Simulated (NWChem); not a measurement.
Molecule: fluorine (F2); SMILES FF

```xyz
2

F      0.0000     0.0000     0.6882
F      0.0000     0.0000    -0.6882
```
Atoms are numbered in this order, from 1.

Coordinates come from a PBE0/def2-SVP optimisation.

### Question
List the 4 lowest vertical singlet excitations from PBE0/def2-SVPD, TDA (NWChem).

### Answer
```csv
state,energy (eV),oscillator strength,leading excitation (squared amplitude)
S1,4.98,0.000,HOMO → LUMO (0.99)
S2,4.98,0.000,HOMO−1 → LUMO (0.99)
S3,8.84,0.000,HOMO−3 → LUMO (0.68)
S4,8.84,0.000,HOMO−2 → LUMO (0.68)
```
